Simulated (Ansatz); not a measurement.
## Molecular dynamics of CH₃Si₂, charge -1

input.yaml

```yaml
crystal:
  periodic: [false, false, false]
  atoms:
    - { symbol: C, position_ang: [-0.98566, -0.148593, -1.009734] }
    - { symbol: Si, position_ang: [0.332299, 0.150345, 0.053143] }
    - { symbol: Si, position_ang: [2.080995, 0.634099, 1.238675] }
    - { symbol: H, position_ang: [-1.045468, -1.035703, -1.63606] }
    - { symbol: H, position_ang: [-1.846967, 0.512134, -1.076671] }
    - { symbol: H, position_ang: [1.4648, -0.112282, 2.430646] }
total_charge: -1
basis:
  gaussian: { orbitals: def2-SVP }
hamiltonian:
  xc: hf
md:
  timestep: 0.5
  n_steps: 250
  ensemble: nvt_nose_hoover
  temperature: 700.0
  initial_velocities: maxwell_boltzmann
  seed: 466086
scf:
  lower_state_search: "off"
```

Launched with:

```bash
$ ansatz run input.yaml --threads 1 --pin off --max-ram 2048MiB --backend cpu --events-out ev --progress --plain --runs-dir out
```

It starts from a relaxed structure.

Output, in part (one step line in 9, the closing report, with atoms numbered from 0):

```
md step     0: t =     0.00 fs  T =   700.0 K  F+E_penalty+E_count = -16793.60029673 eV  E_kin = 0.361928 eV  conserved = -16793.23836874 eV  (21 SCF iters)
md step     9: t =     4.50 fs  T =   416.3 K  F+E_penalty+E_count = -16793.45273386 eV  E_kin = 0.215243 eV  conserved = -16793.23758479 eV  (23 SCF iters)
md step    18: t =     9.00 fs  T =   431.4 K  F+E_penalty+E_count = -16793.45962234 eV  E_kin = 0.223062 eV  conserved = -16793.23702801 eV  (17 SCF iters)
md step    27: t =    13.50 fs  T =   378.4 K  F+E_penalty+E_count = -16793.43103175 eV  E_kin = 0.195671 eV  conserved = -16793.23674235 eV  (18 SCF iters)
md step    36: t =    18.00 fs  T =   223.5 K  F+E_penalty+E_count = -16793.34909114 eV  E_kin = 0.115541 eV  conserved = -16793.23588452 eV  (17 SCF iters)
md step    45: t =    22.50 fs  T =   401.6 K  F+E_penalty+E_count = -16793.43972087 eV  E_kin = 0.207663 eV  conserved = -16793.23602966 eV  (17 SCF iters)
md step    54: t =    27.00 fs  T =   244.5 K  F+E_penalty+E_count = -16793.35639445 eV  E_kin = 0.126427 eV  conserved = -16793.23599080 eV  (17 SCF iters)
md step    63: t =    31.50 fs  T =   502.6 K  F+E_penalty+E_count = -16793.48896209 eV  E_kin = 0.259861 eV  conserved = -16793.23726918 eV  (24 SCF iters)
md step    72: t =    36.00 fs  T =   447.0 K  F+E_penalty+E_count = -16793.45642948 eV  E_kin = 0.231128 eV  conserved = -16793.23715937 eV  (24 SCF iters)
md step    81: t =    40.50 fs  T =   355.3 K  F+E_penalty+E_count = -16793.40724266 eV  E_kin = 0.183726 eV  conserved = -16793.23749690 eV  (24 SCF iters)
md step    90: t =    45.00 fs  T =   515.8 K  F+E_penalty+E_count = -16793.48687208 eV  E_kin = 0.266672 eV  conserved = -16793.23792907 eV  (24 SCF iters)
md step    99: t =    49.50 fs  T =   272.9 K  F+E_penalty+E_count = -16793.35628786 eV  E_kin = 0.141081 eV  conserved = -16793.23648756 eV  (17 SCF iters)
md step   108: t =    54.00 fs  T =   298.9 K  F+E_penalty+E_count = -16793.36603535 eV  E_kin = 0.154518 eV  conserved = -16793.23619004 eV  (17 SCF iters)
md step   117: t =    58.50 fs  T =   241.7 K  F+E_penalty+E_count = -16793.33095058 eV  E_kin = 0.124974 eV  conserved = -16793.23580105 eV  (17 SCF iters)
md step   126: t =    63.00 fs  T =   218.2 K  F+E_penalty+E_count = -16793.31441514 eV  E_kin = 0.112825 eV  conserved = -16793.23557677 eV  (20 SCF iters)
md step   135: t =    67.50 fs  T =   415.2 K  F+E_penalty+E_count = -16793.41058100 eV  E_kin = 0.214680 eV  conserved = -16793.23664464 eV  (24 SCF iters)
md step   144: t =    72.00 fs  T =   359.1 K  F+E_penalty+E_count = -16793.37757461 eV  E_kin = 0.185655 eV  conserved = -16793.23800624 eV  (24 SCF iters)
md step   153: t =    76.50 fs  T =   517.8 K  F+E_penalty+E_count = -16793.45396535 eV  E_kin = 0.267731 eV  conserved = -16793.23822104 eV  (24 SCF iters)
md step   162: t =    81.00 fs  T =   451.6 K  F+E_penalty+E_count = -16793.41093287 eV  E_kin = 0.233501 eV  conserved = -16793.23716627 eV  (25 SCF iters)
md step   171: t =    85.50 fs  T =   207.5 K  F+E_penalty+E_count = -16793.27713133 eV  E_kin = 0.107271 eV  conserved = -16793.23628899 eV  (24 SCF iters)
md step   180: t =    90.00 fs  T =   247.1 K  F+E_penalty+E_count = -16793.28984245 eV  E_kin = 0.127742 eV  conserved = -16793.23545437 eV  (16 SCF iters)
md step   189: t =    94.50 fs  T =   143.0 K  F+E_penalty+E_count = -16793.22648638 eV  E_kin = 0.073924 eV  conserved = -16793.23470709 eV  (18 SCF iters)
md step   198: t =    99.00 fs  T =   370.4 K  F+E_penalty+E_count = -16793.33744707 eV  E_kin = 0.191507 eV  conserved = -16793.23606178 eV  (24 SCF iters)
md step   207: t =   103.50 fs  T =   560.3 K  F+E_penalty+E_count = -16793.42548853 eV  E_kin = 0.289709 eV  conserved = -16793.23783660 eV  (25 SCF iters)
md step   216: t =   108.00 fs  T =   531.8 K  F+E_penalty+E_count = -16793.39903054 eV  E_kin = 0.274936 eV  conserved = -16793.23750252 eV  (23 SCF iters)
md step   225: t =   112.50 fs  T =   683.4 K  F+E_penalty+E_count = -16793.46387862 eV  E_kin = 0.353359 eV  conserved = -16793.23713056 eV  (24 SCF iters)
md step   234: t =   117.00 fs  T =   400.6 K  F+E_penalty+E_count = -16793.30099263 eV  E_kin = 0.207117 eV  conserved = -16793.23629189 eV  (24 SCF iters)
md step   243: t =   121.50 fs  T =   281.0 K  F+E_penalty+E_count = -16793.22974284 eV  E_kin = 0.145270 eV  conserved = -16793.23493604 eV  (17 SCF iters)
md step   250: t =   125.00 fs  T =   613.6 K  F+E_penalty+E_count = -16793.39093443 eV  E_kin = 0.317260 eV  conserved = -16793.23631544 eV  (23 SCF iters)
Total energy: -16793.39093443 eV, -617.1457338712 hartree
Atom 0 at    -1.017738    -0.008335    -0.934887 Å, force     1.717218    -0.822741     0.550245 eV/Å
Atom 1 at     0.417137     0.015955     0.034512 Å, force    -1.615280    -0.274642    -0.983912 eV/Å
Atom 2 at     2.009460     0.685681     1.224948 Å, force     1.445514     0.462918     0.457016 eV/Å
Atom 3 at    -1.291433    -0.796204    -1.591836 Å, force    -0.112813    -0.989820    -0.511503 eV/Å
Atom 4 at    -1.590956     0.843394    -1.101459 Å, force    -1.211411     1.728099     0.078919 eV/Å
Atom 5 at     1.466332    -0.047117     2.420903 Å, force    -0.223228    -0.103814     0.409235 eV/Å
Dipole moment:    -0.348991    -0.076643    -0.197885 e Å
```

The run went to its last step. The conserved energy stayed within 0.66 meV per atom of its start (net change 0.34 meV per atom), so the integration is sound. The mean temperature of the second half is 45 % below the set value. A run of 0.12 ps of so small a system gives no equilibrium averages. Limits of this set-up: an anion without diffuse functions, the dipole of an ion depends on the origin.

The same pairs are bonded in the first frame and the last. Pairs count as bonded within 1.25 times the sum of covalent radii (0.12 Å more for H–H).

Last frame:

```xyz
6
Properties=species:S:1:pos:R:3
C -1.018 -0.008 -0.935
Si 0.417 0.016 0.035
Si 2.010 0.686 1.225
H -1.291 -0.796 -1.592
H -1.591 0.843 -1.101
H 1.466 -0.047 2.421
```

Run time: 2.9 min on 1 thread of Intel(R) Xeon(R) Platinum 8259CL CPU @ 2.50GHz (Skylake/Cascade Lake) (shared host), peak memory 0.11 GiB.
